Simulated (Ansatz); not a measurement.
Which YAML input does this script hand to the engine? (the Ansatz DFT code, driven from Python)

Script `c4h5cl_energy.py`:
```python
"""Single point of C4H5Cl in a Gaussian basis."""

from pathlib import Path

import ansatz as az
from ase import Atoms


def main() -> None:
    atoms = Atoms(["C", "C", "C", "C", "Cl", "H", "H", "H", "H", "H"], positions=[
        (2.2547, -0.4051, -0.2727),
        (1.1666, 0.0697, -0.0879),
        (-0.1628, 0.6509, 0.1434),
        (-1.2424, -0.4193, 0.1776),
        (-0.4991, 1.8073, -1.1723),
        (3.2207, -0.8219, -0.4435),
        (-0.1716, 1.2174, 1.0798),
        (-1.2795, -0.9903, -0.7576),
        (-1.0562, -1.1324, 0.9887),
        (-2.2303, 0.0237, 0.3443),
    ])
    c4h5cl = az.Crystal.molecule_from_ase(atoms)

    model = (
        c4h5cl.calculation()
        .basis(gaussian="cc-pVDZ")
        .functional("BLYP")
        .scf(lower_state_search="light")
        .orbitals()
    )
    outcome = model.run(threads=1, runs_dir="c4h5cl_runs")
    report = outcome.report

    print("reference energy %16.6f eV" % report["reference_energy_ev"])
    print("total energy     %16.6f eV" % report["free_energy_ev"])
    print("occupied orbitals outside the frozen core (up, down):", report["n_occupied"], " frozen:", report["n_frozen"], " virtual:", report["n_virtual"])

    field = report["mean_field"]
    print("<S^2> =", round(abs(field["state"]["spin_squared"]), 4), " all-electron relativity setting:", field["relativity"])
    print("passes:", field["passes"])
    if "symmetry" in field:
        print("occupied orbitals by irrep:", field["symmetry"]["occupied"])

    lines = Path(report["orbitals_path"]).read_text().splitlines()
    field_of = lambda key: [line.split("=")[1].strip() for line in lines if line.startswith(key)]
    orbitals = [(27.211386 * float(e), s, float(n)) for e, s, n in zip(field_of("Ene="), field_of("Spin="), field_of("Occup="))]
    homo = max(e for e, _, n in orbitals if n > 0.5)
    lumo = min(e for e, _, n in orbitals if n < 0.5)
    print(f"HOMO {homo:.3f} eV, LUMO {lumo:.3f} eV, gap {lumo - homo:.3f} eV")


if __name__ == "__main__":
    main()
```

Output of `python c4h5cl_energy.py`:
```text
reference energy    -16748.120035 eV
total energy        -16748.120035 eV
occupied orbitals outside the frozen core (up, down): [23, 23]  frozen: 0  virtual: [76, 76]
<S^2> = 0.0  all-electron relativity setting: none
passes: {'evaluations': 16, 'products': 11}
occupied orbitals by irrep: [{'A': 23}, {'A': 23}]
HOMO -6.414 eV, LUMO -0.671 eV, gap 5.743 eV
```

`input.yaml`:
```yaml
crystal:
  periodic: [false, false, false]
  atoms:
    - { symbol: C, position_ang: [2.2547, -0.4051, -0.2727] }
    - { symbol: C, position_ang: [1.1666, 0.0697, -0.0879] }
    - { symbol: C, position_ang: [-0.1628, 0.6509, 0.1434] }
    - { symbol: C, position_ang: [-1.2424, -0.4193, 0.1776] }
    - { symbol: Cl, position_ang: [-0.4991, 1.8073, -1.1723] }
    - { symbol: H, position_ang: [3.2207, -0.8219, -0.4435] }
    - { symbol: H, position_ang: [-0.1716, 1.2174, 1.0798] }
    - { symbol: H, position_ang: [-1.2795, -0.9903, -0.7576] }
    - { symbol: H, position_ang: [-1.0562, -1.1324, 0.9887] }
    - { symbol: H, position_ang: [-2.2303, 0.0237, 0.3443] }
basis:
  gaussian:
    orbitals: cc-pVDZ
hamiltonian:
  xc: blyp
scf:
  lower_state_search: light
output:
  orbitals: {}
```

These settings explore the input space; basis and method may be short of convergence. The geometry is a force-field or estimated start, not a minimum of this method, and the basis set is short of its limit. Levels such as HOMO and LUMO are orbital energies: with these approximate functionals they aren't the ionisation energy and electron affinity, and their gap isn't the fundamental gap. Hardware and time: 1.9 s on 1 thread of Intel(R) Xeon(R) 6975P-C (Granite Rapids), on a shared host, peak memory 0.21 GiB.

(Lines on the test bed's own set-up are left out of the output.)
